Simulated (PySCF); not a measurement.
A structure optimised at ωB97X-D3(BJ)/def2-TZVP, used in a PySCF frequency run:

```
C
H 1 1.0877
H 1 1.0877 2 110.33
H 1 1.0877 2 110.33 3 -122.17
Cl 1 1.7772 2 108.60 3 118.91
```

Q: Write its SMILES, formula and point group.

A: CCl, CH3Cl, C3v

Q: What are its rotational constants (standard atomic weights)?

A: 157.26, 13.330, 13.330 GHz
